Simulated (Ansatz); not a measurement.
Species: methylamine, CH5N (charge 0, singlet). 
Structure (B3LYP-D3(BJ)/def2-TZVP (Ansatz, a quantum-chemistry and plane-wave program) minimum search):
SMILES: CN
```xyz
7

C      0.0542     0.7048     0.0003
N      0.0439    -0.7575     0.0005
H     -0.9369     1.1793    -0.0070
H     -0.4495    -1.1127     0.8106
H     -0.4377    -1.1131    -0.8166
H      0.5892     1.0603     0.8824
H      0.6020     1.0600    -0.8741
```
Charge 0, spin multiplicity 1.

Basis-set convergence of Hartree-Fock and MP2 correlation energies (hartree) with Ansatz. Cores are frozen in the correlated levels unless marked. No spin-orbit coupling. No relativistic terms.

```
basis        functions      E(HF)  E(corr, MP2)
-----------  ---------  ---------  ------------
aug-cc-pVDZ         91  -95.23075      -0.34261
aug-cc-pVTZ        207        [?]           [?]
```

Question: What belongs in the gaps?

Answer: 
- aug-cc-pVTZ, E(HF): -95.25545
- aug-cc-pVTZ, E(corr, MP2): -0.41169
